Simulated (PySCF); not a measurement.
Method: ωB97X-D3(BJ)/def2-TZVP // PBE0-D3(BJ)/def2-TZVP (PySCF). All species are isolated molecules in the gas phase. Excitations are Tamm–Dancoff values on a coarser integration grid. The basis has no diffuse functions, so Rydberg states are missing or too high.

Reference species (SMILES): `FB(F)F` (neutral, multiplicity 1).

```yaml
HOMO: -14.85 eV
S1 oscillator strength: 0.000
S1 excitation (TDA): 11.02 eV
```

Changed species: `FB(Cl)Cl` (2 of 3 F replaced by Cl; the reference has 0 of 3 F replaced by Cl).

Give the shifts of the HOMO, S1 oscillator strength and S1 excitation (TDA).

the HOMO rises by 2.91 eV, to -11.94 eV; the S1 oscillator strength stays essentially unchanged; the S1 excitation (TDA) falls by 3.94 eV, to 7.08 eV.
